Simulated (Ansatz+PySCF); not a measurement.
Values are calculated unless marked as measured or tabulated.
## PySCF 2.14.0 run

```python
from pyscf import gto, dft

mol = gto.M(atom="""
C 0.000000 0.000000 -0.161460
H 0.000000 0.000000 0.968790
""", basis='def2-svp', charge=0, spin=1)
mf = dft.UKS(mol, xc='wb97x')
mf.kernel()
print(mf.converged, mf.e_tot, mf.spin_square()[0])
```

The script is written out from the run's settings.

The run gave:

```
Converged                       : yes
Total energy                    : -38.43273 hartree
Spin squared of the determinant : 0.753
Cycles                          : 9
```
